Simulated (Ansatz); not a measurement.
Basis-set extrapolation for C3H7FO, SMILES `COC(C)F` (PBE0-D4/def2-TZVP geometry, frozen core, Ansatz). Multiplicity 1, RHF reference.

|  | def2-TZVPP | def2-QZVPP |
| --- | --- | --- |
| HF | -292.099435 | -292.112934 |
| MP2 correlation | -1.006362 | -1.083185 |
| CCSD(T) correlation | -1.079585 | not run |

Energies in hartree. Use E(X) = E(∞) + A·exp(−7.88·√X) for Hartree–Fock and E(X) = E(∞) + B·X^(−2.97) for correlation, with X = 3 and 4, and add CCSD(T) minus MP2 of the smaller set to the MP2 limit.

Task: What is the CCSD(T) energy at the basis-set limit?

Result: HF limit: -292.112934 + (-0.013499) × 0.13774 = -292.11479. MP2 limit: -1.083185 + (-0.076823) × 0.74074 = -1.14009. Higher-order term: -1.079585 − (-1.006362) = -0.07322. Total: -293.32810 hartree, 391.4 kJ/mol below CCSD(T)/def2-TZVPP.
